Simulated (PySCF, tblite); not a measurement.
# H₃BrO, a complex of two parts: NMR shifts, interaction energy, infrared bands, spin-spin couplings and core binding energies

The task here is to estimate one member of a computed series from the others.

Computed with tblite 0.8.0 and PySCF 2.14.0; each step states its level. No surroundings beyond the atoms listed, unless a continuum is named. Atoms count from 0, parts from 1.

### The system as given

5 atoms, charge 0, multiplicity 1; geometry: rigid parts in contact. Parts: 1 = atoms 0–1, `Br`, charge 0; 2 = atoms 2–4, `O`, charge 0.

The first run:

Job settings and geometry (Å):

```
{"job": {"kind": "dock", "xc": "GFN2-xTB", "basis": "xTB"}, "charge": 0, "multiplicity": 1, "parts": [{"atoms": "0-1", "charge": 0, "multiplicity": 1}, {"atoms": "2-4", "charge": 0, "multiplicity": 1}]}
Br     0.700714     0.000384     0.011112
H     -0.700714    -0.000384    -0.011112
O     -0.999529     0.510132     2.873963
H     -0.582480     0.191115     2.071313
H     -1.463321     1.319578     2.650636
```

Level: GFN2-xTB search for minima from random contacts, gas phase.

On the command line:

```bash
> OMP_NUM_THREADS=1 python cluster_run.py task.json out
```

One launch serves the whole session: the jobs run in the order shown.

Steps of the session up to this table: Search for minima with GFN2-xTB; Relaxing the molecule at PBE0-D3(BJ)/def2-TZVPD; NMR shieldings: PBE0/pcSseg-2; Coupled-cluster interaction energy: CCSD(T) and MP2.

One of the session's tables, all rows but one given; the rest of the session is left out.

It belongs to the step «Coupled-cluster interaction energy: CCSD(T) and MP2». 

```
                 method  interaction energy (kcal/mol)
         HF/aug-cc-pVDZ                              ?
        MP2/aug-cc-pVDZ                          -4.32
       CCSD/aug-cc-pVDZ                          -3.31
    CCSD(T)/aug-cc-pVDZ                          -3.62
         HF/aug-cc-pVQZ                          -2.09
        MP2/aug-cc-pVQZ                          -5.16
    SCS-MP2/aug-cc-pVQZ                          -4.14
      MP2, extrapolated                          -5.39
CCSD(T), limit estimate                          -4.69
```

Estimate the missing values for HF/aug-cc-pVDZ.

The run gave: interaction energy (kcal/mol): -2.29. In the column «interaction energy (kcal/mol)» it lies between CCSD/aug-cc-pVDZ (-3.31) and HF/aug-cc-pVQZ (-2.09).

Caveats from the session: The interaction energy leaves out the deformation of the parts, 0.48 kcal/mol (MP2); added to the CCSD(T) estimate it gives a binding of about -4.20 kcal/mol.
